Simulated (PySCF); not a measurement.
H₃Si, SMILES [SiH3] (connectivity only; charge and spin as stated), charge +1, multiplicity 1. The structure is a stationary point at B3LYP-D3(BJ)/def2-TZVPD. The spin state was assumed, not searched. The isomer is the one that the SMILES or the coordinates give; other isomers of the formula were not compared.

TDA-PBE0/def2-TZVPD (PySCF) puts the lowest singlet excitations at 5.63, 5.63, 10.43, 10.43, 10.60, 11.23 eV and the lowest triplet (TDA) at 4.87 eV.

Question: What are the lowest singlet roots from EOM-CCSD/aug-cc-pVDZ run with PySCF? (An estimate is asked for; the answer gives what the named calculation found.)

Answer: 5.82, 5.82, 10.95, 10.96, 10.96, 12.06 eV; triplets 5.29, 5.29, 9.02 eV. S1 differs by 0.19 eV (second minus first; roots are paired by order, and the bases may differ).
